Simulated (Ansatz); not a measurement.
Run this with Ansatz 0.2.0, Python API and show what comes out.

The script reads `c2h6mg.xyz`:
```text
9

C    -0.49140    0.62450   -0.75910
C     0.53940   -0.31130   -0.35580
Mg    0.24240   -0.82330    1.71720
H    -1.46270    0.21430   -0.62950
H    -0.41150    0.93530   -1.85740
H    -0.47340    1.60090   -0.14860
H     1.57020    0.15620   -0.48750
H     0.51650   -1.21290   -0.97760
H     0.05910   -1.23020    3.48130
```

`field.py`
```python
# -*- coding: utf-8 -*-
"""Response of C2H6Mg to a pair of distant point charges."""

import logging
import sys

import ansatz
import numpy as np

logging.basicConfig(stream=sys.stdout, format="%(levelname)s %(message)s")
log = logging.getLogger("c2h6mg")
log.setLevel(logging.INFO)


def main():
    system = ansatz.Crystal.molecule_from_extxyz("c2h6mg.xyz")

    calculation = system.calculation().basis(gaussian="def2-SVPD").functional("b3lyp", dispersion="d4").forces()
    # charges +q and -q at -R and +R make a nearly even field 2 k q / R^2 at the centre
    centre = np.mean([site.position_ang for site in system.cartesian_sites], axis=0)
    field = 2 * 14.399645 * 4.0 / 40.0 ** 2


    def dipole(axis, sign):
        arm = 40.0 * np.eye(3)[axis]
        pair = [{"charge": sign * 4.0, "position_ang": (centre - arm).tolist()}, {"charge": -sign * 4.0, "position_ang": (centre + arm).tolist()}]
        deck = calculation.input().set(ansatz.key.basis.gaussian.point_charges, pair)
        return np.array(ansatz.Session.from_dict(deck).plan().execute().report["charge_distribution"]["dipole_moment_e_ang"])


    log.info(f"field {field:.4f} V/A")
    alpha = np.array([(dipole(axis, 1) - dipole(axis, -1)) / (2 * field) * 14.399645 for axis in range(3)])
    log.info("polarisability tensor (A^3)")
    print(np.array2string(alpha, precision=3, suppress_small=True))
    log.info(f"mean {np.trace(alpha) / 3:.3f} A^3 = {np.trace(alpha) / 3 / 0.14818471:.2f} bohr^3")


if __name__ == "__main__":
    main()
```

Output of `python field.py`:
```text
INFO field 0.0720 V/A
INFO polarisability tensor (A^3)
[[ 7.851 -0.309  0.157]
 [-0.312  8.409 -1.432]
 [ 0.158 -1.452 11.313]]
INFO mean 9.191 A^3 = 62.02 bohr^3
```

Notes:
- The geometry is a force-field or estimated start, not a minimum of this method, and the basis set is short of its limit. The field of two point charges is only nearly even.
- b3lyp holds the VWN-RPA fit, as in Gaussian; the form of ORCA and Turbomole is b3lyp5.
- Timing: 24 s on 1 thread of Arm Neoverse V1 (shared host), peak memory 0.26 GiB.

(A comment or docstring line of the script was reworded after the run, the code is as it ran; lines on the test bed's own set-up are left out of the output.)
